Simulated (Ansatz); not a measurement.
# SiH4 (triplet): from Hartree-Fock to the top rungs at distance Si1–H2 = 1.905 Å, 6-31G

How much of the correlation energy of SiH4 (triplet) does each wave-function method recover here?

The runs use Ansatz 0.2.0, Gaussian basis; 6-31G, core rule «outside noble gas», up to 5 orbitals frozen.

The runs, in order: UHF; CCSD(T) on ROHF; CCSD(T) on UHF; BCCD(T) on ROHF; CISD; CCSDT(Q) on ROHF; CCSDT(Q) on UHF; CISDTQ; CCSDTQ on ROHF; CCSDTQ on UHF; CASSCF and MRCISD+Q, 4 electrons in 4 orbitals; CASSCF and NEVPT2, 4 electrons in 4 orbitals; CASSCF and MRCISD+Q, 8 electrons in 8 orbitals; CASSCF and NEVPT2, 8 electrons in 8 orbitals; Full CI.

19 further runs of the same task are left out: 12 that didn't finish, 7 set aside as unsound or not needed.

## 1. The system

The geometry derives from a PBE0/def2-TZVP stationary point (not a proven minimum). One bond is set to the value named and the two fragments are kept rigid.

5 atoms, charge 0, spin multiplicity 3.

Atoms are counted from 1 here; the program's logs count them from 0.

Bond lengths: Si1–H3 1.529 Å, Si1–H4 1.529 Å, Si1–H5 1.529 Å. Angles: H3–Si1–H4 180.0°, H3–Si1–H5 90.0°, H4–Si1–H5 90.0°.

## 2. UHF

Input file in.yaml:

```yaml
crystal:
  periodic: [false, false, false]
  atoms:
    - {symbol: Si, position_ang: [0.000089, -0.008366, -0.008308]}
    - {symbol: H, position_ang: [-0.014267, 1.343316, 1.333994]}
    - {symbol: H, position_ang: [-0.016408, -1.085998, 1.076679]}
    - {symbol: H, position_ang: [0.016586, 1.069266, -1.093295]}
    - {symbol: H, position_ang: [0.011614, -1.093473, -1.085884]}
basis:
  gaussian: {orbitals: 6-31G}
magnetization: {spin_polarized: true, initial_magnetization: 2}
hamiltonian: {xc: hf}
output: {orbitals: {seedname: orbitals}}
```

The run is started by

```console
$ ansatz run in.yaml --threads 1 --pin off --events-out ev --progress --plain --max-ram 2393MiB
```

After this run come: CCSD(T) on ROHF; CCSD(T) on UHF; BCCD(T) on ROHF; CISD; CCSDT(Q) on ROHF; CCSDT(Q) on UHF; CISDTQ; CCSDTQ on ROHF; CCSDTQ on UHF; CASSCF and MRCISD+Q, 4 electrons in 4 orbitals; CASSCF and NEVPT2, 4 electrons in 4 orbitals; CASSCF and MRCISD+Q, 8 electrons in 8 orbitals; CASSCF and NEVPT2, 8 electrons in 8 orbitals; Full CI.

**Question.** What will the summary of the whole plan be? Wanted: FCI below the RHF energy; RMP2 from FCI; UMP2 from FCI; RCCSD from FCI; RCCSD(T) from FCI; UCCSD(T) from FCI; RCCSDT(Q) from FCI; UCCSDT(Q) from FCI; NEVPT2 valence from FCI.

**Answer**, as computed:

| quantity | value |
| --- | --- |
| FCI below the RHF energy | -2.6048 eV |
| RMP2 from FCI | +935.7 meV |
| UMP2 from FCI | +898.9 meV |
| RCCSD from FCI | +57.9 meV |
| RCCSD(T) from FCI | +18.4 meV |
| UCCSD(T) from FCI | +19.0 meV |
| RCCSDT(Q) from FCI | -0.7 meV |
| UCCSDT(Q) from FCI | -0.7 meV |
| NEVPT2 valence from FCI | +177.7 meV |
| MRCISD+Q valence from FCI | +5.7 meV |
| levels within 1 kcal/mol (43 meV) | RCCSD(T), UCCSD(T), BCCD(T), RCCSDT, UCCSDT, CISDTQ, RCCSDT(Q), UCCSDT(Q), RCCSDTQ, UCCSDTQ, MRCISD valence, MRCISD+Q valence |
| T1 diagnostic | 0.048 |
| effectively unpaired electrons | 2.06 |

In words: RCCSD(T) misses by +18.4 meV, 0.7 % of the correlation energy. The occupations are near whole numbers, but T1 = 0.048 shows that the orbitals relax strongly. Of the multireference levels listed MRCISD+Q valence comes nearest in total energy (+5.7 meV), which doesn't show that its space is the better one. These misses are within one basis, not against nature; the frozen cores of restricted and unrestricted runs differ, which can shift their rows.
